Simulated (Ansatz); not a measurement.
1T (CdI2-type) PtS₂ was calculated with PBEsol in Ansatz (PAW).

Settings: plane-wave cutoff 520 eV, 12×12×8 k mesh (along the axes of the cell as run), Fermi–Dirac smearing 0.01 eV, scalar-relativistic PAW data made under PBE.

Starting structure:

```
PtS2
1.0
    3.54000     0.00000     0.00000
   -1.77000     3.06573     0.00000
    0.00000     0.00000     5.04000
Pt S
1 2
Cartesian
  0.00000   0.00000   0.00000
  0.00000   2.04382   1.15920
  1.77000   1.02191   3.88080
```

Q: Into what structure does the relaxation of cell and atoms lead at this level, with the symmetry of the start kept?

A: The volume shrinks by 3.7 %; final space group P-3m1.
```
PtS2
1.0
    3.57156     0.00000     0.00000
   -1.78578     3.09306     0.00000
    0.00000     0.00000     4.76764
Pt S
1 2
Direct
  0.00000   0.00000   0.00000
  0.33333   0.66667   0.25099
  0.66667   0.33333   0.74901
```

Note: the cell comes from a level without a dispersion term, which matters for the spacing of layers, chains or molecules.

Ansatz is an electronic-structure program.
